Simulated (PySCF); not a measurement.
Mapped SMILES: `[CH2:1]=[SiH2:2]` (H(Xn): hydrogen on atom n).

How the numbers were obtained: NMR shieldings at PBE0/pcSseg-2/GIAO, geometry: PBE0-D3(BJ)/def2-TZVP, in PySCF 2.14.0 with density-fitted response routines (one conformer, equivalent nuclei averaged, isolated molecule, non-relativistic Hamiltonian).

Chemical shifts δ = σref − σ; 13C (σref 186.03) and 1H (σref 31.52) and 29Si (σref 342.20) against TMS, all at this level.

| atoms | nucleus | count | δ (ppm) |
| --- | --- | --- | --- |
| C1 | 13C | 1 | ? |
| H(Si2) | 1H | 2 | 5.31 |
| H(C1) | 1H | 2 | 5.97 |
| Si2 | 29Si | 1 | ? |

Question: Complete the table.

Answer: 
- C1: 121.7 ppm, carbon double-bonded to a heavier main-group atom
- Si2: 75.9 ppm, silicon bonded to C, 2 H

Shifts are as computed. Against solution values, carbons near 30 ppm lie about +3 ppm off and those near 130 ppm about +9 ppm. Of 1211 compounds with measured shifts, 218 miss one by over three times the rms of a fit or turn the order of signals round; such compounds aren't used in these exercises.
